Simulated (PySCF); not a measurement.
# Level sweep

Thiopropynal, C3H2S.
InChI=1S/C3H2S/c1-2-3-4/h1,3H

PySCF, dipoles from the SCF density, polarisabilities from static response with core orbitals frozen. Geometry: PBE0-D3(BJ)/def2-SVP; no solvent, vibrations or thermal averaging.

The anisotropy is √(½[(α1 − α2)² + (α2 − α3)² + (α3 − α1)²]).

```json
{"level": "LDA/def2-SVPD", "μ (D)": "2.279", "α (Å³)": "9.13", "anisotropy (Å³)": "8.50"}
{"level": "PBE/def2-SVPD", "μ (D)": "2.317", "α (Å³)": "9.10", "anisotropy (Å³)": "8.54"}
{"level": "B3LYP/def2-SVPD", "μ (D)": "2.311", "α (Å³)": "8.99", "anisotropy (Å³)": "8.38"}
{"level": "PBE0/def2-SVPD", "μ (D)": "2.340", "α (Å³)": "8.88", "anisotropy (Å³)": "8.27"}
{"level": "BHandHLYP/def2-SVPD", "μ (D)": "2.354", "α (Å³)": "8.81", "anisotropy (Å³)": "8.15"}
{"level": "CAM-B3LYP/def2-SVPD", "μ (D)": "2.269", "α (Å³)": "8.85", "anisotropy (Å³)": "8.14"}
{"level": "wB97X-D/def2-SVPD", "μ (D)": "2.365", "α (Å³)": "8.86", "anisotropy (Å³)": "8.08"}
{"level": "LC-wPBE/def2-SVPD", "μ (D)": "2.249", "α (Å³)": "8.58", "anisotropy (Å³)": "7.82"}
{"level": "HF/def2-SVPD", "μ (D)": "2.559", "α (Å³)": "8.77", "anisotropy (Å³)": "8.04"}
{"level": "PBE0/6-31G*", "μ (D)": "2.542", "α (Å³)": "6.82", "anisotropy (Å³)": "9.15"}
{"level": "PBE0/def2-SVP", "μ (D)": "2.161", "α (Å³)": "6.85", "anisotropy (Å³)": "8.61"}
{"level": "PBE0/def2-TZVP", "μ (D)": "2.218", "α (Å³)": "8.15", "anisotropy (Å³)": "8.64"}
```

The dipole runs from 2.16 D (PBE0/def2-SVP) to 2.56 D (HF/def2-SVPD). No reference polarisability is at hand; against PBE0 in the largest diffuse basis at hand (def2-SVPD) the other PBE0 rows deviate by 6-31G* -23%, def2-SVP -23%, def2-TZVP -8%. In one basis (def2-SVPD) the functionals order the polarisability from LC-wPBE (lowest) to LDA (highest), a spread of 6%. With PBE0 the polarisability is 7.27 Å³ without diffuse functions (mean of 6-31G*, def2-SVP and def2-TZVP) and 8.88 Å³ with them (def2-SVPD).
